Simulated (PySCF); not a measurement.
Excitations are Tamm–Dancoff values on a coarser integration grid. The basis has no diffuse functions, so Rydberg states are missing or too high.

Species: CHF$_{3}$, SMILES `FC(F)F` (charge 0, multiplicity 1).

### Question
Give the T1 excitation (TDA), LUMO and S1–T1 gap (TDA) at the level PBE-D3(BJ)/def2-TZVP (PySCF 2.14.0).

### Answer

The T1 excitation (TDA) comes out as 10.00 eV and the LUMO is 1.05 eV. The S1–T1 gap (TDA) comes out as 0.80 eV.
